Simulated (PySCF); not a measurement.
Simulated outer-valence photoelectron spectrum of 1,3-difluoropropane (`FCCCF`). Method: EOM-IP-CCSD/aug-cc-pVDZ in PySCF, restricted Hartree–Fock reference, 5 core orbitals frozen, non-relativistic, gas phase, PBE0-D3(BJ)/def2-SVP geometry.

Each root has a Gaussian of 0.5 eV full width with its one-hole share as area; cross sections and vibrations are left out, and the highest printed point is 100.

ionisation energy (eV), intensity and a bar:
```
     11.3          0 
     11.4          1 
     11.5          2 #
     11.6          7 ##
     11.7         18 ######
     11.8         38 ############
     11.9         65 ###################
     12.0         89 ###########################
     12.1        100 ##############################
     12.2         91 ###########################
     12.3         69 #####################
     12.4         44 #############
     12.5         30 #########
     12.6         29 #########
     12.7         40 ############
     12.8         55 #################
     12.9         68 ####################
     13.0         75 ######################
     13.1         75 ######################
     13.2         69 #####################
     13.3         56 #################
     13.4         39 ############
     13.5         24 #######
     13.6         15 #####
     13.7         16 #####
     13.8         25 #######
     13.9         38 ############
     14.0         49 ###############
     14.1         51 ###############
     14.2         42 #############
     14.3         28 ########
     14.4         15 ####
     14.5          6 ##
     14.6          2 #
     14.7          1 
     14.8          0 
     14.9          1 
     15.0          3 #
     15.1          8 ##
     15.2         18 #####
     15.3         32 ##########
     15.4         49 ###############
     15.5         62 ###################
     15.6         70 #####################
     15.7         72 #####################
     15.8         69 #####################
     15.9         60 ##################
     16.0         46 ##############
     16.1         30 #########
     16.2         16 #####
     16.3          8 ##
     16.4          5 ##
     16.5          9 ###
     16.6         18 #####
     16.7         32 ##########
     16.8         45 ##############
     16.9         51 ###############
     17.0         47 ##############
     17.1         34 ##########
     17.2         20 ######
     17.3          9 ###
     17.4          3 #
     17.5          1 
     17.6          0
```

Q: Where are the maxima, and how many lines lie under the curve?

A: 5 maxima, at 12.1, 13.1, 14.1, 15.7 and 16.9 eV, from 8 lines. At this width some lines have no maximum of their own.

Q: List the lines with their holes.

A: 
| E (eV) | leading hole (HF orbital) | area | Koopmans (eV) |
| --- | --- | --- | --- |
| 12.05 | HOMO | 0.96 | 13.33 |
| 12.16 | HOMO-1 | 0.96 | 13.36 |
| 12.89 | HOMO-2 | 0.96 | 14.13 |
| 13.22 | HOMO-3 | 0.95 | 15.12 |
| 14.07 | HOMO-4 | 0.96 | 15.47 |
| 15.51 | HOMO-5 | 0.95 | 17.52 |
| 15.87 | HOMO-6 | 0.94 | 18.27 |
| 16.91 | HOMO-7 | 0.95 | 18.77 |

The widest gap, 1.44 eV, lies between 14.07 and 15.51 eV. Only orbitals with −ε under 21 eV, eight at most, were ionised, so the high end of the curve may lack lines.

The values belong to the conformer `[F:1][CH2:2][CH2:3][CH2:4][F:5]`: F1–C2–C3–C4 61°, C2–C3–C4–F5 62°.
